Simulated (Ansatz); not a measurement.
C3H6FNO can be A, `CN1COC1F`, or B, `CC(F)OC=N`.

Calculated with Ansatz (gas phase, PBE0-D4/def2-TZVP geometries, no zero-point term in ΔE). CCSD(T)/CBS adds triple-zeta CCSD(T) − MP2 to the extrapolated MP2 energy (def2 sets, frozen cores). DFT in def2-TZVPP. Each species was taken in one conformer, which may not be the lowest.

(1) Which isomer does CCSD(T)/CBS put lower? Give the gap. (Best estimate.)

(2) Give E(B) − E(A) in kJ/mol with ωB97M-V, r2SCAN-D4, B2PLYP, PBE0-D4, CCSD(T)/def2-TZVPP, HF/def2-TZVPP, PBE-D4. (Best estimate.)

Largest T1 diagnostic: 0.013.

Results:

(1) Ansatz gave: B, by 98.9 kJ/mol.

(2) Computed: ωB97M-V -94.9, r2SCAN-D4 -102.1, B2PLYP -106.4, PBE0-D4 -86.5, CCSD(T)/def2-TZVPP -97.8, HF/def2-TZVPP -106.0, PBE-D4 -93.5. None reverses the order clearly.

From PBE to PBE0 (25 % exact exchange), in def2-TZVPP and without D4, E(B) − E(A) moves by +7.4 kJ/mol. In def2-TZVPP, CCSD(T) changes the Hartree–Fock value by +8.2 kJ/mol (the triples alone add −1.6 kJ/mol) and MP2 by +9.8 kJ/mol.
